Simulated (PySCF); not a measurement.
Species: C₃H₃ClN₂.
Atom-mapped SMILES: `[Cl:1][c:2]1[cH:3][cH:4][nH:5][n:6]1`

Geometry (GFN2-xTB, Å), atoms numbered from 1 in this order:
```xyz
9
C3H3ClN2 angstrom
Cl     2.8044   -0.2645    0.3680
C      1.1196   -0.2106    0.1665
C      0.3433    0.9189   -0.1529
C     -0.9419    0.4361   -0.1985
N     -0.8738   -0.8807    0.0794
N      0.3720   -1.2898    0.3038
H      0.6889    1.9164   -0.3188
H     -1.8710    0.9268   -0.4036
H     -1.6279   -1.5467    0.1308
```

NICS = −σ at a ghost point: NICS(0) at the centroid of the ring atoms, NICS(1) 1 Å to either side along the normal of their mean plane, zz for the tensor component along that normal. Level: GIAO PBE0/pcSseg-1 (PySCF, non-relativistic, gas phase) on the GFN2-xTB geometry, one conformer.

Ring bond lengths (Å), with Mayer bond orders in brackets: C2–C3 1.407 (1.25), C3–C4 1.374 (1.48), C4–N5 1.348 (1.16), N5–N6 1.330 (1.21), N6–C2 1.320 (1.50).

**Question.** What do the NICS probes read (ppm)?

**Answer.** 
```csv
ring,type,NICS(0),"NICS(1), two faces","NICS(1)zz, two faces",rms pucker (Å),"centre to ring atoms, mean (Å)"
C2–C3–C4–N5–N6,5-membered ring with 2 N; formal bonds all aromatic,-14.1,-11.7 / -11.7,-30.0 / -30.0,0.00,1.15
```

**Question.** What can be read from them?

**Answer.** 
- C2–C3–C4–N5–N6: mean NICS(1)zz -30.0 ppm, shielded. The ring is flat and has no four-coordinate atom; by the NICS criterion it is aromatic.

**Question.** How equal are the bonds by HOMA? HOMA = 1 − mean of α(R − Ropt)² over the ring bonds, with Krygowski's 1993 parameters (CC: Ropt 1.388 Å, α 257.7 Å⁻²; CN: Ropt 1.334 Å, α 93.52 Å⁻²; NN: Ropt 1.309 Å, α 130.33 Å⁻²).

**Answer.** 
- C2–C3–C4–N5–N6: HOMA 0.95; the largest term is that of C2–C3, α(R − Ropt)² = 0.10. The geometric and the magnetic index point the same way.

**Question.** Give the inner angles of the rings and the Hirshfeld charges of the ring atoms.

**Answer.** 
- C2–C3–C4–N5–N6: C2 111.6° (+0.028 e), C3 104.0° (-0.107 e), C4 106.8° (-0.014 e), N5 112.5° (-0.010 e), N6 105.2° (-0.163 e); sum 540.0° against 540° for a flat convex ring.
